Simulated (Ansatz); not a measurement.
A made-up structure of SiH2S2, closed shell:

```
5
angstrom
S -1.6789 0.8104 0.9047
Si -0.3825 -0.2790 -0.1861
S 1.3379 -0.0770 -0.2398
H -0.3930 -1.4392 -1.1662
H 1.1166 0.9848 0.6874
```

It is relaxed with PBE-D4/def2-SVP and then PBE0-D4/def2-TZVP (Ansatz 0.2.0). Atoms count as bonded within 1.22 times the sum of their covalent radii (H–H: 0.88 Å). The end point is not checked to be a true minimum.

Does its bonding change? (A judgement: the text doesn't fix the answer.)

The calculation gives: No: no bond forms or breaks.

Where it ends: The first stage lowers the energy by 2.59 eV in 6 steps. It ends as SiH₂S₂ ([S][SiH][SH]):
S1  (-1.879, 0.627, 0.776)
Si2  (-0.490, -0.310, -0.198)
S3  (1.573, 0.056, -0.158)
H4  (-0.658, -1.444, -1.136)
H5  (1.453, 1.071, 0.717)
(Å)

Labels in which every atom is bracketed show which atoms are joined, not bond orders.

For scale, one of the runs: PBE0-D4/def2-TZVP relaxation, 123 basis functions, launched by `ansatz run in.yaml --threads 2 --pin off --events-out ev --progress --plain --max-ram 4352MiB`. The run took about 12 s on 2 CPU threads of an Arm Neoverse V2 (shared host).
